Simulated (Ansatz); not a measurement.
Ideal-gas functions of AlBH4 (`[BH2][AlH2]`) at 800 K and 1 bar, from an Ansatz frequency run at PBE0-D4/def2-TZVP.

Molar mass 41.83 g/mol, point group C2v (symmetry number 2), electronic degeneracy 1, moments of inertia 5.812, 50.038, 51.752 u Å². Harmonic wavenumbers (cm⁻¹, unscaled): 267, 323, 375, 561, 643, 772, 857, 1148, 1895, 1898, 2556, 2628.

Use S(trans) = R[1.5 ln M + 2.5 ln T − 1.1517]; rotational temperatures θ = 24.2544 K / I; S(rot) = R[ln(√π/σ · √(T³/θAθBθC)) + 1.5]; for each mode x = 1.438777 ν̃/T, S = R[x/(eˣ − 1) − ln(1 − e⁻ˣ)] and H = RT x/(eˣ − 1); 1 cm⁻¹ = 0.0119627 kJ/mol; R = 8.31446 J/(mol·K).

Question: By hand: the entropy, in J/(mol·K).

Answer: Translation 175.9. Rotation: θ = 4.1732, 0.4847, 0.4687 K, giving 95.1. Vibration, mode by mode: 14.49, 12.95, 11.75, 8.58, 7.55, 6.22, 5.49, 3.62, 1.25, 1.24, 0.47, 0.43, in all 74.1. Electronic 0.0. Sum 345.1 J/(mol·K).

Question: By hand: H − E and G − E in kJ/mol, counted from the electronic energy.

Answer: Zero-point energy ½ × 13923 × 0.0119627 = 83.3; thermal vibration 32.1; translation, rotation and pV give 4 RT = 26.6. H − E = 142.0 kJ/mol, and G − E = 142.0 − 800 × 345.1/1000 = -134.1 kJ/mol.

Vibration gives 21 % of the entropy.
